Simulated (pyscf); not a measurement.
PySCF, gas phase, ωB97X-D3(BJ)/def2-SVP geometries. Correlated levels are frozen-core, on RHF or UHF. ΔMP2 is the change of the MP2 total energy from the triple- to the quadruple-zeta basis.

`[F][GeH3]` -> `[GeH2]` [singlet] + `[FH]`
Surface: singlet. Broken: F–Ge, Ge–H. Formed: F–H. Give ΔE‡ and ΔE from CCSD(T)/def2-TZVPP + ΔMP2(QZVPP), relative to the reactant's lowest minimum found.

ΔE‡ = 2.90 eV, ΔE = +2.29 eV. Zero-point energy shifts the barrier by -0.11 eV. It is a 1,1-elimination, with an imaginary mode of 1399i cm⁻¹. On the product side the descent ends in a complex, 0.30 eV under the separated species and 0.78 eV under the saddle at ωB97X-D3(BJ)/def2-TZVP. One saddle was located; it need not be the lowest between these sides. The CCSD(T) − MP2 part came from Ansatz, without density fitting, on the same reference. The frozen core leaves the outer d or s,p core shells of the metals and heavy elements correlated in the MP2 and CC values, and def2-TZVPP describes them poorly, which can shift differences by a few kcal/mol. Elements up to Kr have no core potential and no relativistic terms here.
